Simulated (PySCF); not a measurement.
How close CCSD(T) comes to the exact answer in a basis

Each species is computed at the geometry given (Å), with frozen cores, in PySCF 2.14.0: RHF-CCSD(T) for singlets, UHF-CCSD(T) otherwise, and full CI in the same basis. The script picks the determinant by a search with trial CCSD, so it needn't be the lowest Hartree–Fock solution. States: SiN⁺ triplet Π, BN singlet Σ⁺, SiH4 singlet A, CO singlet Σ⁺. Cases whose determinant has another symmetry than full CI's state, or lies over 0.5 eV above the lowest of its kind, whose (Q) step broke down or whose higher cluster runs on it stay over 0.1 eV above full CI weren't drawn.

Question: Judging by size, spin and bonding, rank them by the size of CCSD(T)'s error in total energy against full CI in the same basis, smallest first (an estimate).
A. SiH$_{4}$, singlet, 6-31G: Si 0.000 0.000 0.000; H 0.856 0.856 0.856; H -0.856 -0.856 0.856; H -0.856 0.856 -0.856; H 0.856 -0.856 -0.856
B. CO, singlet, 6-31G: O 0.000 0.000 0.000; C 0.000 0.000 1.150
C. SiN⁺, triplet, 6-31G: Si 0.000 0.000 0.000; N 0.000 0.000 1.558
D. BN, singlet, 6-31G: B 0.000 0.000 0.000; N 0.000 0.000 1.262

Answer: A (9.1 meV), B (34.8 meV), C (61.9 meV), D (121.6 meV).

```tsv
species	basis	correlated electrons	CCSD(T) − full CI (meV)	CCSDT(Q) − full CI (meV)	unpaired electrons (full CI)	T1	⟨S²⟩ of the determinant
SiH4, singlet	6-31G	8	9.1	0.2	0.03	0.008	0.00
CO, singlet	6-31G	10	34.8	-1.0	0.08	0.023	0.00
SiN⁺, triplet	6-31G	8	61.9	–	2.12	0.068	2.11
BN, singlet	6-31G	8	-121.6	-29.4	0.73	0.101	0.00
```

Unpaired electrons are Σ n²(2−n)² over natural occupations; an open shell counts its own unpaired electrons too. Frozen cores follow each run's orbitals, which moves totals by a few meV. For BN, singlet (T) overshoots full CI. RHF is unstable for BN, singlet in 6-31G: UHF reaches ⟨S²⟩ = 1.20. A dash: (Q) wasn't run for open shells.
